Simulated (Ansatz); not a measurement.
Basis sets over 9 cases of the energy of full hydrogenation at CCSD(T) with Ansatz (elements up to F), each against its own reference: (a) Hartree-Fock in aug-cc-pVQZ plus the correlation part extrapolated as X^-3 from aug-cc-pVTZ and aug-cc-pVQZ; (b) Hartree-Fock in cc-pVQZ plus the correlation part extrapolated as X^-3 from cc-pVTZ and cc-pVQZ. By their distance from other large sets or by the extrapolation step the references are unsure by up to roughly 0.37 kcal/mol. B3LYP-D3(BJ)/def2-TZVP geometries; one conformer; electronic energies; frozen cores; no added dispersion term; no relativity. Cartesian d functions in some cases of 6-31G*, 6-31+G*. 

Cases are drawn at random; left out are references unsure by over 0.67 kcal/mol, doubtful singlets, and cases whose largest runs show a restricted determinant unstable towards unrestricted orbitals, <S^2> over 0.1 too high or, where CCSD(T) ran, T1 over 0.025 (0.045 for open shells). Sets are drawn from those converged to one state in every case.

Cases (SMILES) and reference values:
- CN(C)C + 3 [H][H] (H2) → 3 C (CH4) + N (NH3): -68.88 kcal/mol (b)
- C=C (C2H4) + 2 [H][H] (H2) → 2 C (CH4): -57.69 kcal/mol (a)
- O=C (CH2-O) + 2 [H][H] (H2) → C (CH4) + O (H2O): -59.88 kcal/mol (b)
- OC (CH3-OH) + [H][H] (H2) → C (CH4) + O (H2O): -30.26 kcal/mol (a)
- C(=O)O + 3 [H][H] (H2) → C (CH4) + 2 O (H2O): -56.24 kcal/mol (a)
- C(#C)C + 4 [H][H] (H2) → 3 C (CH4): -118.50 kcal/mol (b)
- C(=C)F + 3 [H][H] (H2) → 2 C (CH4) + F (HF): -80.60 kcal/mol (b)
- N#C (CH-N) + 3 [H][H] (H2) → C (CH4) + N (NH3): -77.03 kcal/mol (b)
- C(N)=O + 3 [H][H] (H2) → C (CH4) + N (NH3) + O (H2O): -54.90 kcal/mol (b)

```json
[
 {"basis": "3-21G", "functions over def2-SVP (largest species, mean of cases)": "0.6", "mean signed deviation (kcal/mol)": "19.71", "mean absolute": "19.71", "largest": "34.04", "within 2 kcal/mol": "0 of 9"},
 {"basis": "pcseg-0", "functions over def2-SVP (largest species, mean of cases)": "0.6", "mean signed deviation (kcal/mol)": "15.21", "mean absolute": "15.21", "largest": "25.10", "within 2 kcal/mol": "0 of 9"},
 {"basis": "def2-SV(P)", "functions over def2-SVP (largest species, mean of cases)": "0.8", "mean signed deviation (kcal/mol)": "21.33", "mean absolute": "21.33", "largest": "38.13", "within 2 kcal/mol": "0 of 9"},
 {"basis": "6-31G*", "functions over def2-SVP (largest species, mean of cases)": "0.9", "mean signed deviation (kcal/mol)": "13.62", "mean absolute": "13.62", "largest": "24.90", "within 2 kcal/mol": "0 of 9"},
 {"basis": "pcseg-1", "functions over def2-SVP (largest species, mean of cases)": "1.0", "mean signed deviation (kcal/mol)": "3.11", "mean absolute": "3.65", "largest": "8.46", "within 2 kcal/mol": "4 of 9"},
 {"basis": "6-31+G*", "functions over def2-SVP (largest species, mean of cases)": "1.1", "mean signed deviation (kcal/mol)": "11.03", "mean absolute": "11.03", "largest": "17.47", "within 2 kcal/mol": "0 of 9"},
 {"basis": "6-311G**", "functions over def2-SVP (largest species, mean of cases)": "1.3", "mean signed deviation (kcal/mol)": "4.75", "mean absolute": "4.75", "largest": "10.07", "within 2 kcal/mol": "1 of 9"},
 {"basis": "6-311+G**", "functions over def2-SVP (largest species, mean of cases)": "1.5", "mean signed deviation (kcal/mol)": "2.71", "mean absolute": "2.71", "largest": "6.11", "within 2 kcal/mol": "3 of 9"},
 {"basis": "aug-pcseg-1", "functions over def2-SVP (largest species, mean of cases)": "1.7", "mean signed deviation (kcal/mol)": "-0.23", "mean absolute": "1.36", "largest": "3.71", "within 2 kcal/mol": "8 of 9"},
 {"basis": "aug-cc-pVDZ", "functions over def2-SVP (largest species, mean of cases)": "1.7", "mean signed deviation (kcal/mol)": "-1.45", "mean absolute": "1.48", "largest": "4.01", "within 2 kcal/mol": "5 of 9"},
 {"basis": "def2-TZVP", "functions over def2-SVP (largest species, mean of cases)": "1.9", "mean signed deviation (kcal/mol)": "4.88", "mean absolute": "4.88", "largest": "9.22", "within 2 kcal/mol": "1 of 9"},
 {"basis": "def2-TZVPP", "functions over def2-SVP (largest species, mean of cases)": "2.4", "mean signed deviation (kcal/mol)": "0.59", "mean absolute": "0.73", "largest": "1.80", "within 2 kcal/mol": "9 of 9"},
 {"basis": "def2-TZVPPD", "functions over def2-SVP (largest species, mean of cases)": "2.9", "mean signed deviation (kcal/mol)": "-0.16", "mean absolute": "0.35", "largest": "0.82", "within 2 kcal/mol": "9 of 9"},
 {"basis": "aug-cc-pVTZ", "functions over def2-SVP (largest species, mean of cases)": "3.7", "mean signed deviation (kcal/mol)": "-0.30", "mean absolute": "0.32", "largest": "0.90", "within 2 kcal/mol": "9 of 9"}
]
```

Among the sets for which every case ran a larger relative (same family, alike in diffuse functions, listed or not), the smallest listed that holds all cases within 2 kcal/mol together with them is def2-TZVPP, at 2.4 times the functions of def2-SVP. Inside, though some case ran no larger relative to test it: aug-cc-pVTZ. Largest deviations of relatives not listed, over the cases that ran them: aug-cc-pVQZ 0.20, def2-QZVP 0.36, def2-QZVPP 0.36, def2-QZVPPD 0.67 kcal/mol. A case lies within its reference's uncertainty of the window's edge in pcseg-1, 6-311G**, aug-pcseg-1, aug-cc-pVDZ. These figures hold for the cases listed.

Ansatz is a first-principles code.
